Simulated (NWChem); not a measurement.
System: hydrogen cyanide (CHN); SMILES N#C

NWChem input:

```
start job
memory heap 200 mb stack 900 mb global 1100 mb
geometry units angstroms noautosym nocenter noautoz
  C      0.000000     0.000000    -0.491549
  N      0.000000     0.000000     0.662233
  H      0.000000     0.000000    -1.571109
end
basis spherical
  * library def2-tzvp
end
dft
  xc pbe0
  iterations 150
end
property
  response 1 0.0
end
task dft property
```

Coordinates come from a PBE0/def2-SVP optimisation.

Static field.

Task: Give the results of this calculation. (PBE0/def2-TZVP.) Quantities: basis functions; isotropic polarisability (bohr³); anisotropy (bohr³).

Result: The number of basis functions is 68 and the isotropic polarisability (bohr³) is 15.1. The anisotropy (bohr³) comes out as 10.5.
